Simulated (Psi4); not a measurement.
# C2F3N (cyanotrifluoromethane) at 4 levels

We compute a comparison of 4 runs (M06-L/cc-pVDZ, SVWN5/cc-pVDZ, r2SCAN/cc-pVDZ, revPBE/cc-pVDZ) of C2F3N (cyanotrifluoromethane). 

Program for the calculation: Psi4 1.11.

3 further runs of the same task are left out: 3 that didn't finish.

### 1 Starting point

C2F3N: 6 atoms, total charge 0, spin state singlet. As SMILES, `N#CC(F)(F)F`. The C3–F5 distance was set to 2.387 Å, away from the relaxed value. At this shape a bond of the SMILES string is far longer than usual.

Bond lengths: N1–C2 1.146 Å, C2–C3 1.481 Å, C3–F4 1.326 Å, C3–F6 1.326 Å. Angles: N1–C2–C3 180.0°, C2–C3–F4 110.1°, C2–C3–F6 110.1°, F4–C3–F6 108.8°.

### 2 Energy and gradient at M06-L/cc-pVDZ (run 1)

run.py reads:

```python
import psi4

psi4.set_memory(1600000000)
psi4.set_num_threads(1)
psi4.core.set_output_file('run.log', False)

mol = psi4.geometry("""
0 1
N      0.74036824    -4.10111387     3.04044461
C     -0.27233599    -2.41075385     2.14150190
C     -1.58116030    -0.22585251     0.97932033
F     -3.67800041    -0.98438857    -0.16415295
F      1.09887574     1.75177612    -2.06263607
F     -2.18360499     1.45449196     2.73827741
units bohr
symmetry c1
""")

options = {'basis': 'cc-pVDZ', 'puream': True, 'e_convergence': 1e-09, 'd_convergence': 1e-08, 'scf_type': 'pk', 'dft_radial_points': 99, 'dft_spherical_points': 590}
psi4.set_options(options)

e, wfn = psi4.gradient("m06-l", return_wfn=True)
psi4.oeprop(wfn, "WIBERG_LOWDIN_INDICES", "LOWDIN_CHARGES", "MAYER_INDICES")
print('gradient / Eh bohr^-1')
print(e.np.round(6))
print(f'energy = {wfn.energy():.10f} Eh')
```

The run is started by

```
$ python run.py
```

run.log:

```text
[...]
  Running in c1 symmetry.
[...]
  Nuclear repulsion =  205.327189547479236
[...]
  Multiplicity = 1
[...]
  Nalpha       = 23
  Nbeta        = 23
[...]
    Number of basis functions: 84
[...]
   @RKS iter   1:  -429.94936242549954   -3.93755e-01   9.58151e-03 ADIIS/DIIS
[...]
   @RKS iter  16:  -430.28229254796753   -1.30740e-12   1.69745e-09 DIIS
[...]
  @RKS Final Energy:  -430.28229254796753
   => Energetics <=
    Nuclear Repulsion Energy =            205.3271895474792359
    One-Electron Energy =               -1000.8887599956458416
    Two-Electron Energy =                 414.1402330572580013
    DFT Exchange-Correlation Energy =     -48.8609551570589886
    Empirical Dispersion Energy =           0.0000000000000000
    VV10 Nonlocal Energy =                  0.0000000000000000
    Total Energy =                       -430.2822925479675291
[...]
  -Total Gradient:
     Atom            X                  Y                   Z
    ------   -----------------  -----------------  -----------------
       1       -0.021835277938     0.039038072192    -0.021561975996
       2        0.015361942912    -0.063621464747     0.045557274876
       3        0.013685203837     0.013363734189    -0.018332881239
       4       -0.025810663140    -0.015321363576     0.008940741487
       5        0.035445582394     0.027140378355    -0.041060519184
       6       -0.016822206244    -0.000605805376     0.026450144451
[...]
```

On the terminal:

```text
gradient / Eh bohr^-1
[[-0.021835  0.039038 -0.021562]
 [ 0.015362 -0.063621  0.045557]
 [ 0.013685  0.013364 -0.018333]
 [-0.025811 -0.015321  0.008941]
 [ 0.035446  0.02714  -0.041061]
 [-0.016822 -0.000606  0.02645 ]]
energy = -430.2822925480 Eh
```

Run time: 37 s. Hardware: 1 thread of Intel Xeon Platinum 8488C (Sapphire Rapids), shared host; peak memory 0.85 GiB.

### 3 Energy and forces at SVWN5/cc-pVDZ (run 2)

c2f3n.py reads:

```python
import psi4

psi4.set_memory(1600000000)
psi4.set_num_threads(1)
psi4.set_output_file('c2f3n.out', False)

molecule = psi4.geometry("""
0 1
N      0.391786    -2.170216     1.608934
C     -0.144114    -1.275716     1.133234
C     -0.836714    -0.119516     0.518234
F     -1.946314    -0.520916    -0.086866
F      0.581500     0.927000    -1.091500
F     -1.155514     0.769684     1.449034
symmetry c1
no_reorient
no_com
""")

options = {'basis': 'cc-pVDZ', 'reference': 'rks', 'puream': True, 'e_convergence': 1e-09, 'd_convergence': 1e-08, 'scf_type': 'pk', 'dft_radial_points': 99, 'dft_spherical_points': 590}
psi4.set_options(options)

result, w = psi4.gradient("scf", dft_functional={"name": "SVWN5", "x_functionals": {"LDA_X": {}}, "c_functionals": {"LDA_C_VWN": {}}}, return_wfn=True)
print('gradient / Eh bohr^-1')
print(result.np.round(6))
print(f'energy = {w.energy():.10f} Eh')
```

The run is started by

```
$ python c2f3n.py
```

c2f3n.out:

```text
[...]
  Running in c1 symmetry.
[...]
  Nuclear repulsion =  205.327189441343876
[...]
  Multiplicity = 1
[...]
  Nalpha       = 23
  Nbeta        = 23
[...]
    Number of basis functions: 84
[...]
   @RKS iter   1:  -426.97096322868816   -2.41390e-01   9.53083e-03 ADIIS/DIIS
[...]
   @RKS iter  17:  -427.30015518482725   -3.63798e-12   4.41019e-09 DIIS
[...]
  @RKS Final Energy:  -427.30015518482725
   => Energetics <=
    Nuclear Repulsion Energy =            205.3271894413438758
    One-Electron Energy =               -1000.6959598246293126
    Two-Electron Energy =                 413.8537676560829368
    DFT Exchange-Correlation Energy =     -45.7851524576247684
    Empirical Dispersion Energy =           0.0000000000000000
    VV10 Nonlocal Energy =                  0.0000000000000000
    Total Energy =                       -427.3001551848272470
[...]
  -Total Gradient:
     Atom            X                  Y                   Z
    ------   -----------------  -----------------  -----------------
       1       -0.024783537901     0.043575509356    -0.023856483965
       2        0.020971530570    -0.070580043231     0.048515559244
       3        0.012930075051     0.010772827549    -0.015766891774
       4       -0.029369833365    -0.015687600671     0.006623508494
       5        0.038304481093     0.029097055400    -0.044176986312
       6       -0.018052751109     0.002828913683     0.028655733978
[...]
```

The script printed:

```text
gradient / Eh bohr^-1
[[-0.024784  0.043576 -0.023856]
 [ 0.020972 -0.07058   0.048516]
 [ 0.01293   0.010773 -0.015767]
 [-0.02937  -0.015688  0.006624]
 [ 0.038304  0.029097 -0.044177]
 [-0.018053  0.002829  0.028656]]
energy = -427.3001551848 Eh
```

Wall time 15 s (1 thread of Intel Xeon Platinum 8488C (Sapphire Rapids), shared host); peak memory 0.5 GiB.

Run 3 isn't shown in full; the table further down has it.

### 4 A single-point energy at revPBE/cc-pVDZ (run 4)

input.inp reads:

```
memory 1600 MB

molecule geom {
  0 1
  N      0.391786    -2.170216     1.608934
  C     -0.144114    -1.275716     1.133234
  C     -0.836714    -0.119516     0.518234
  F     -1.946314    -0.520916    -0.086866
  F      0.581500     0.927000    -1.091500
  F     -1.155514     0.769684     1.449034
  units angstrom
  symmetry c1
  no_reorient
  no_com
}

set {
  puream               true
  e_convergence        1e-09
  d_convergence        1e-08
  scf_type             pk
  dft_radial_points    99
  dft_spherical_points 590
}

energy('revpbe/cc-pVDZ')
```

The run is started by

```
$ psi4 input.inp input.out -n 1
```

input.out:

```text
[...]
  Running in c1 symmetry.
[...]
  Nuclear repulsion =  205.327189441343876
[...]
  Multiplicity = 1
[...]
  Nalpha       = 23
  Nbeta        = 23
[...]
    Number of basis functions: 84
[...]
   @RKS iter   1:  -429.86997324084768   -2.70259e-01   9.74054e-03 ADIIS/DIIS
[...]
   @RKS iter  17:  -430.21054354599039   -2.27374e-12   1.20636e-09 DIIS
[...]
  @RKS Final Energy:  -430.21054354599039
   => Energetics <=
    Nuclear Repulsion Energy =            205.3271894413438758
    One-Electron Energy =               -1001.0204479451775796
    Two-Electron Energy =                 414.2469875217607864
    DFT Exchange-Correlation Energy =     -48.7642725639174444
    Empirical Dispersion Energy =           0.0000000000000000
    VV10 Nonlocal Energy =                  0.0000000000000000
    Total Energy =                       -430.2105435459903902
[...]
 Multipole Moments:
 ------------------------------------------------------------------------------------
     Multipole            Electronic (a.u.)      Nuclear  (a.u.)        Total (a.u.)
 ------------------------------------------------------------------------------------
 L = 1.  Multiply by 2.5417464519 to convert [e a0] to [Debye]
 Dipole X            :         47.8306094          -48.8029671           -0.9723577
 Dipole Y            :         24.3182099          -24.5305197           -0.2123098
 Dipole Z            :        -43.9324791           44.6114412            0.6789621
 Magnitude           :                                                    1.2048006
[...]
```

Wall time 14 s (1 thread of Intel Xeon Platinum 8488C (Sapphire Rapids), shared host); peak memory 0.96 GiB.

### 5 All runs side by side

```tsv
run	level	properties	task	energy (Eh)	dipole moment (D)	HOMO energy (eV)	LUMO energy (eV)	wall time
1	M06-L/cc-pVDZ	(wiberg, lowdin, mayer)	gradient	-430.282293	3.07	-7.81	-6.33	37 s
2	SVWN5/cc-pVDZ	–	gradient	-427.300155	3.07	-7.16	-6.36	15 s
3	r2SCAN/cc-pVDZ	–	gradient	-430.131546	3.13	-7.68	-6.34	40 s
4	revPBE/cc-pVDZ	–	energy	-430.210544	3.06	-6.94	-6.04	14 s
```

### 6 Summary of results

| quantity | value |
| --- | --- |
| run 4: total energy | -430.21054 Eh |
| run 4: dipole moment | 3.06 D |
| run 4: HOMO energy | -6.94 eV |
| run 4: LUMO energy | -6.04 eV |
| run 4: HOMO–LUMO gap | 0.91 eV |

In words: The dipole moment (its size) runs from 3.06 D (revPBE/cc-pVDZ) to 3.13 D (r2SCAN/cc-pVDZ). The HOMO–LUMO gap runs from 0.80 eV (SVWN5/cc-pVDZ) to 1.48 eV (M06-L/cc-pVDZ). Totals of different functionals can't be ranked against each other. In runs 1, 2, 3, 4 a closed-shell determinant meets a far-stretched bond, which it describes badly. All runs together took 1.8 min, the longest 40 s.
